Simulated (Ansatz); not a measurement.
CH$_{4}$BCl, SMILES `CBCl`. Charge 0, multiplicity 1. Geometry: relaxed with PBE0-D4/def2-TZVP.

```xyz
7

C     0.359   -0.562   -0.271
B    -0.332    0.661    0.379
Cl   -1.935    1.174   -0.100
H    -0.239   -1.085   -1.018
H     0.660   -1.270    0.511
H     1.300   -0.235   -0.732
H     0.187    1.318    1.231
```

Problem. What is the dipole moment at r2SCAN/def2-TZVPP? (An estimate is asked.)

Solution. Computed: 1.36 D, with components (1.10, -0.80, -0.07) D in this frame, pointing from negative to positive charge.

Problem. And with PBE, B3LYP, ωB97M-V? (Estimate.)

Solution. Ansatz gave: PBE 1.27 D, B3LYP 1.31 D, ωB97M-V 1.32 D.

Problem. Give the Mulliken charges with r2SCAN, ωB97M-V, B3LYP in def2-TZVPP. (Best estimate.)

Solution. Computed: 
```tsv
atom	r2SCAN	ωB97M-V	B3LYP
C1	-0.21	-0.31	-0.28
B2	0.15	0.02	0.09
Cl3	-0.15	-0.12	-0.15
H4	0.07	0.11	0.10
H5	0.07	0.12	0.10
H6	0.07	0.12	0.10
H7	0.00	0.07	0.03
```

B3LYP here is the variant with VWN-RPA as its local correlation; programs differ in this.
